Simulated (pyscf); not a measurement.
Thermochemistry of product channels of H₃C–N(CH₃)–AlH₂ + H atom (H•) on the doublet surface, in kJ/mol, from ωB97M-D3(BJ)/def2-TZVP energies (ideal gas, 1 atm, RRHO with modes under 100 cm⁻¹ raised to 100, one conformer, R ln 2 for chiral ones without a mode under 150 cm⁻¹). Optimised with ωB97X-D3(BJ)/def2-SVP in PySCF.

```json
[
 {"products": "•H₂C–N(CH₃)–AlH₂ + hydrogen (H₂)", "ΔE": "[?]", "ΔH(298 K)": "-52.1", "ΔG(900 K)": "-86.1", "ΔG(1200 K)": "[?]"},
 {"products": "[H₃C–N(CH₃)–AlH]• + hydrogen (H₂)", "ΔE": "-70.8", "ΔH(298 K)": "-63.5", "ΔG(900 K)": "-82.6", "ΔG(1200 K)": "-87.3"}
]
```

**Question.** Fill in the missing entries.

**Answer.** 
- •H₂C–N(CH₃)–AlH₂ + hydrogen (H₂), ΔE: -43.7
- •H₂C–N(CH₃)–AlH₂ + hydrogen (H₂), ΔG(1200 K): -98.3

These are energies of the channels, which say nothing of barriers. H₃C–N(CH₃)–AlH₂ lies 154.1 kJ/mol over its isomer H₃C–Al(CH₃)–NH₂ (electronic energy, ωB97M-D3(BJ)/def2-TZVP). •H₂C–N(CH₃)–AlH₂ lies 57.4 kJ/mol over its isomer [H₃C–Al(CH₃)–NH]• (electronic energy, ωB97M-D3(BJ)/def2-TZVP).
